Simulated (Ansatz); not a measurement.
Antiferromagnetic (type II) rock-salt MnS was calculated with PBE-D4 (Ansatz, a quantum-chemistry and plane-wave program, plane waves, PAW).

Numerical settings: plane-wave cutoff 520 eV, spin-polarised with opposed moments, scalar-relativistic PAW data made under PBE.

Cell (relaxed at this level):

```yaml
crystal:
  lattice:
    - [5.03230, 2.49731, 2.49731]
    - [2.49731, 5.03230, 2.49731]
    - [2.49731, 2.49731, 5.03230]
  atoms:
    - { symbol: Mn, position: [0.00000, 0.00000, 0.00000], spin: 5.0 }
    - { symbol: Mn, position: [0.50000, 0.50000, 0.50000], spin: -5.0 }
    - { symbol: S, position: [0.25000, 0.25000, 0.25000] }
    - { symbol: S, position: [0.75000, 0.75000, 0.75000] }
```

**Question.** Estimate the magnetic moment (largest site, within a sphere) that the calculation returns.

**Answer.** 
magnetic moment (largest site, within a sphere): 4.00 μB

Note: the bulk modulus comes from volumes at which shape and atoms were relaxed.

Spins in the cell block are starting values.

Moments are spin moments.

Computed values are for the static lattice.

Cost on a shared machine: about 4 core-minutes (a rough figure).
